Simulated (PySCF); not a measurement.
**O: electron affinity**

O⁻ [He] 2s2 2p5 (2P) → O [He] 2s2 2p4 (3P), as a difference of total energies. Computed with PySCF 2.14 in x2c-TZVPPall with one added diffuse shell each of s, p, d type (6s4p3d1f, 40 functions), with the spin-free X2C one-electron Hamiltonian (Gaussian nucleus). Correlated levels: valence: 1s2 frozen. The calculations carry no spin-orbit coupling.

```tsv
method	electron affinity (eV)
UHF	-0.583
MP2 (valence)	1.353
SCS-MP2 (valence)	1.313
CCSD (valence)	1.126
CCSD(T) (valence)	1.268
CCSDT (valence)	1.276
```

Errors of the correlated levels include the incompleteness of this basis and the frozen core.

A negative affinity means that the anion lies above the atom at that level of theory.

Q: Which method comes closest to the reference value, and which is furthest?

A: The reference is 1.461 eV (measured; photodetachment measurements, as compiled on the Wikipedia data page of electron affinities). Closest: MP2 (valence) (error -0.108 eV); furthest: UHF (error -2.044 eV).
